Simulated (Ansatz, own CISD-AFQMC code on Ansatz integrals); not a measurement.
Constitutional and geometric isomers with formula C3H4. Gas-phase values, no solvent. Strings in code marks are SMILES.

Quantity: electronic energy of isomers of C3H4 relative to `C#CC`, in eV. AFQMC values (own CISD-AFQMC code on Ansatz (a quantum-chemistry and plane-wave program) integrals) carry a statistical error of up to ±0.015 eV (one standard error) and the bias of the phaseless constraint.

Case: `C1=CC1`. Geometry of `C1=CC1` (neutral, multiplicity 1, Å):

```xyz
7

C      0.7179    -0.5028     0.0294
C      0.4469     0.7538    -0.0347
C     -0.7399    -0.1594     0.0034
H      1.4425    -1.2975     0.0733
H      0.7796     1.7762    -0.0835
H     -1.3292    -0.2395     0.9175
H     -1.3179    -0.3307    -0.9054
```

Task: What is the computed electronic energy of isomers of C3H4 relative to `C#CC` (composite: frozen-core CCSD(T) with HF/cc-pVQZ and the correlation energy extrapolated as X^-3 from cc-pVTZ and cc-pVQZ, plus phaseless AFQMC minus CCSD(T) in cc-pVDZ // PBE0-D3(BJ)/def2-TZVP (Ansatz))?

Result: 1.00 eV.
